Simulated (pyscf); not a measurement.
Single points on ωB97X-D3(BJ)/def2-SVP structures (PySCF, gas phase).

Task: Estimate the classical barrier height and the reaction energy of `[CH3][Zn][SH]` + `[SeH2]` → `[CH4]` + `[SH][Zn][SeH]` at ωB97M-D3(BJ)/def2-TZVP. The step runs on the singlet surface, breaks C–Zn, H–Se and forms C–H, Se–Zn; take the separated reactants as zero.

Result: ΔE‡ = 18.2 kcal/mol, ΔE = -30.4 kcal/mol. Zero-point energy shifts the barrier by +0.1 kcal/mol. It is a four-centre exchange, with an imaginary mode of 1253i cm⁻¹. On the reactant side the descent ends in an adduct with a Se–Zn contact, 7.2 kcal/mol under the separated species and 21.4 kcal/mol under the saddle at ωB97X-D3(BJ)/def2-TZVP. What is counted as formed (Se–Zn) is already present as a longer contact in the reactant adduct; forming that adduct is a step of its own. At ωB97X-D3(BJ) the barrier from the zero used here is 14.2 kcal/mol. One saddle was located; it need not be the lowest between these sides. Elements up to Kr have no core potential and no relativistic terms here.
